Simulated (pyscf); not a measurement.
Single points on ωB97X-D3(BJ)/def2-SVP structures (PySCF, gas phase). Correlated levels are frozen-core, on RHF or UHF. ΔMP2 is the change of the MP2 total energy from the triple- to the quadruple-zeta basis.

### Question
Estimate the classical barrier height and the reaction energy of H₂B–PH₂ + H₂O → PH₃ + H₂B–OH at CCSD(T)/def2-TZVPP + ΔMP2(QZVPP). The step runs on the singlet surface, breaks B–P, H–O and forms H–P, B–O; take the separated reactants as zero.

### Answer
ΔE‡ = 14.2 kcal/mol, ΔE = -26.9 kcal/mol. Zero-point energy shifts the barrier by +0.6 kcal/mol. It is a four-centre exchange, with an imaginary mode of 1320i cm⁻¹. On the reactant side the descent ends in an adduct with a B–O contact, 12.6 kcal/mol under the separated species and 24.1 kcal/mol under the saddle at ωB97X-D3(BJ)/def2-TZVP. What is counted as formed (B–O) is already present as a longer contact in the reactant adduct; forming that adduct is a step of its own. The products may also form a dative adduct at H₂B–OH; it and routes through it were not searched. At ωB97X-D3(BJ) the barrier from the zero used here is 11.4 kcal/mol. This is the saddle that the search found; another between the same sides may lie lower. The CCSD(T) − MP2 part came from Ansatz, without density fitting, on the same reference.
